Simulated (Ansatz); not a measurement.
# Rock-salt MgO: width of the whole s-p valence band by level of theory

No measured value is used here.

| level (code) | value (eV) | cell (Å³/atom) |
|---|---|---|
| LDA (Ansatz) | ___ | 9.31 |
| PBE (Ansatz) | 17.27 | 9.31 |
| PBEsol (Ansatz) | 17.21 | 9.31 |
| PBE-D4 (Ansatz) | 17.20 | 9.43 |
| PBEsol-D3(BJ) (Ansatz) | ___ | 9.10 |
| rVV10 (Ansatz) | 17.07 | 9.61 |
| r²SCAN (Ansatz) | ___ | 9.31 |
| B3LYP (VWN-RPA form) (Ansatz) | 18.42 | 9.31 |
| HSE06 (Ansatz) | 18.83 | 9.31 |
| PBE0 (Ansatz) | 18.86 | 9.31 |
| r²SCANh (Ansatz) | ___ | 9.21 |
| Hartree–Fock (Ansatz) | 23.30 | 9.31 |

Task: What belongs in the gaps?

Result: 
- LDA (Ansatz, an electronic-structure program), value (eV): 17.02
- PBEsol-D3(BJ) (Ansatz), value (eV): 17.33
- r²SCAN (Ansatz), value (eV): 18.22
- r²SCANh (Ansatz), value (eV): 18.77

Widths are read from band energies on the run's k points.  Values are at the measured cell; PBE-D4 at the level's own equilibrium cell; PBEsol-D3(BJ) at the level's own relaxed cell; rVV10 at the level's own equilibrium cell; r²SCANh at the level's own equilibrium cell. Cutoffs and k meshes differ between the levels. Ansatz's density-functional and Hartree–Fock values are scalar-relativistic unless marked +SOC, with PAW data made under PBE.
